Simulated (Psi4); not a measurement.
# MP3/cc-pVTZ run of SiO2 (SMILES O=[Si]=O)

Aim: the vertical ionisation energy of SiO2 at MP3/cc-pVTZ, from 2 runs. 

Program for the calculation: Psi4 1.11.

1 further run of the same task is left out (it didn't finish).

## (1) Starting point

SiO2: 3 atoms, total charge 0, spin state singlet. As SMILES, `O=[Si]=O`. The coordinates come from a PBE0-D4/def2-TZVP relaxation.

Bond lengths: O1–Si2 1.506 Å, Si2–O3 1.506 Å. Angles: O1–Si2–O3 180.0°.

## (2) A single-point energy at MP3/cc-pVTZ

input.dat

```
memory 2200 MB

molecule {
  O      1.31851861     2.32360724     0.98031432
  Si    -0.00001890     0.00000000     0.00000000
  O     -1.31851861    -2.32362614    -0.98031432
  units bohr
  symmetry c1
}

set basis cc-pVTZ
set puream true
set e_convergence 1e-09
set d_convergence 1e-08
set scf_type pk
set num_frozen_docc 7
set mp_type conv

energy('mp3')
print_variables()
```

Launch:

```
$ psi4 input.dat output.dat -n 1
```

output.dat:

```text
[...]
  Running in c1 symmetry.
[...]
  Nuclear repulsion =   89.956439058073471
[...]
  Multiplicity = 1
[...]
  Nalpha       = 15
  Nbeta        = 15
[...]
    Number of basis functions: 94
[...]
   @RHF iter   1:  -438.49037872489293   -9.52781e-01   8.09637e-03 ADIIS/DIIS
[...]
   @RHF iter  11:  -438.71910956450915   -7.38964e-13   5.19901e-09 DIIS
[...]
    Orbital Energies [Eh]
    ---------------------
    Doubly Occupied:
       1A    -68.875102     2A    -20.579215     3A    -20.579199
       4A     -6.224764     5A     -4.331515     6A     -4.331515
       7A     -4.328533     8A     -1.323578     9A     -1.296801
      10A     -0.649502    11A     -0.566715    12A     -0.549802
      13A     -0.549802    14A     -0.506893    15A     -0.506893
[...]
  @RHF Final Energy:  -438.71910956450915
   => Energetics <=
    Nuclear Repulsion Energy =             89.9564390580734710
    One-Electron Energy =                -786.9514430788890422
    Two-Electron Energy =                 258.2758944563064460
    Total Energy =                       -438.7191095645091536
[...]
 Multipole Moments:
 ------------------------------------------------------------------------------------
     Multipole            Electronic (a.u.)      Nuclear  (a.u.)        Total (a.u.)
 ------------------------------------------------------------------------------------
 L = 1.  Multiply by 2.5417464519 to convert [e a0] to [Debye]
 Dipole X            :         -0.0000304           -0.0000001           -0.0000305
 Dipole Y            :         -0.0000006           -0.0000000           -0.0000006
 Dipole Z            :         -0.0000016           -0.0000000           -0.0000016
 Magnitude           :                                                    0.0000305
[...]
	SCS-MP2 Total Energy (a.u.)        :  -439.28873799834923
	SOS-MP2 Total Energy (a.u.)        :  -439.27996945394813
[...]
	SOS-PI-MP2 Total Energy (a.u.)     :  -439.32311252236650
[...]
	MP2 Total Energy (a.u.)            :  -439.30627508715133
[...]
	SCS-MP3 Total Energy (a.u.)        :  -439.28237845948638
[...]
	MP3 Total Energy (a.u.)            :  -439.28083693169987
[...]
```

Wall time 24 s (1 thread of Intel Xeon at 2.50GHz (Skylake/Cascade Lake), shared host); peak memory 0.77 GiB.

## (3) The doublet cation at the same level

calc.inp

```
memory 2200 MB

molecule {
  1 2
  O      1.31851861     2.32360724     0.98031432
  Si    -0.00001890     0.00000000     0.00000000
  O     -1.31851861    -2.32362614    -0.98031432
  units bohr
  symmetry c1
  no_reorient
  no_com
}

set {
  reference uhf
  puream true
  e_convergence 1e-09
  d_convergence 1e-08
  scf_type pk
  num_frozen_docc 7
  maxiter 100
  mp_type conv
}

e, wfn = energy('mp3/cc-pVTZ', return_wfn=True)
print_variables()
```

Launch:

```
$ psi4 calc.inp calc.out -n 1
```

calc.out:

```text
[...]
  Running in c1 symmetry.
[...]
  Nuclear repulsion =   89.956439058073471
[...]
  Multiplicity = 2
[...]
  Nalpha       = 15
  Nbeta        = 14
[...]
    Number of basis functions: 94
[...]
   @UHF iter   1:  -438.14698690547363   -6.09389e-01   5.23169e-03 DIIS/ADIIS
[...]
   @UHF iter  19:  -438.30365952419896    1.08685e-10   4.20693e-09 DIIS
[...]
   @S^2 Observed:                1.087330216E+00
[...]
    Orbital Energies [Eh]
    ---------------------
    Alpha Occupied:
       1A    -69.181465     2A    -20.960059     3A    -20.960047
       4A     -6.531263     5A     -4.639156     6A     -4.639058
       7A     -4.632782     8A     -1.721574     9A     -1.701328
      10A     -0.997387    11A     -0.971092    12A     -0.955772
      13A     -0.938373    14A     -0.906000    15A     -0.882751
    Alpha Virtual:
      16A     -0.254916    17A     -0.160777    18A     -0.158801
      19A      0.019400    20A      0.078018    21A      0.080600
      22A      0.085144    23A      0.122490    24A      0.128189
      25A      0.279474    26A      0.292679    27A      0.360956
[...]
  @UHF Final Energy:  -438.30365952419896
   => Energetics <=
    Nuclear Repulsion Energy =             89.9564390580734710
    One-Electron Energy =                -777.0063466258447988
    Two-Electron Energy =                 248.7462480435723933
    Total Energy =                       -438.3036595241989630
  UHF NO Occupations:
  HONO-2 :   13  A 1.9925963
  HONO-1 :   14  A 1.8318798
[...]
 Multipole Moments:
 ------------------------------------------------------------------------------------
     Multipole            Electronic (a.u.)      Nuclear  (a.u.)        Total (a.u.)
 ------------------------------------------------------------------------------------
 L = 1.  Multiply by 2.5417464519 to convert [e a0] to [Debye]
 Dipole X            :          0.0001426           -0.0002646           -0.0001220
 Dipole Y            :          0.0002032           -0.0001512            0.0000520
 Dipole Z            :          0.0000006            0.0000000            0.0000006
 Magnitude           :                                                    0.0001326
[...]
	SCS-MP2 Total Energy (a.u.)        :  -438.78421158708966
	SOS-MP2 Total Energy (a.u.)        :  -438.77633254892368
[...]
	SOS-PI-MP2 Total Energy (a.u.)     :  -438.81269201236404
[...]
	MP2 Total Energy (a.u.)            :  -438.79996966342156
[...]
	SCS-MP3 Total Energy (a.u.)        :  -438.78557536915798
[...]
	MP3 Total Energy (a.u.)            :  -438.80542479169475
[...]
```

Wall time 47 s (1 thread of Intel Xeon at 2.50GHz (Skylake/Cascade Lake), shared host); peak memory 0.85 GiB.

## (4) Summary of results

At MP3/cc-pVTZ, 7 core orbitals frozen:

```
                                                                  quantity          value
                                                singlet SiO2: total energy  -439.28084 Eh
                         singlet SiO2: HOMO energy (Hartree–Fock orbitals)      -13.79 eV
                         singlet SiO2: LUMO energy (Hartree–Fock orbitals)        0.20 eV
                       singlet SiO2: HOMO–LUMO gap (Hartree–Fock orbitals)       14.00 eV
                 singlet SiO2: correlation energy (7 core orbitals frozen)     -561.7 mEh
                                              doublet cation: total energy  -438.80542 Eh
doublet cation: HOMO energy (Hartree–Fock orbitals) (highest over α and β)      -18.49 eV
 doublet cation: LUMO energy (Hartree–Fock orbitals) (lowest over α and β)       -9.18 eV
               doublet cation: correlation energy (7 core orbitals frozen)     -501.8 mEh
                         doublet cation: ⟨S²⟩ of the reference determinant          1.087
                        vertical ionisation energy (to the doublet cation)      12.937 eV
```

The vertical ionisation energy comes to 12.94 eV (298 kcal/mol). ⟨S²⟩ (doublet cation) is 1.09 where a pure doublet has 0.75: the reference is spin-contaminated.
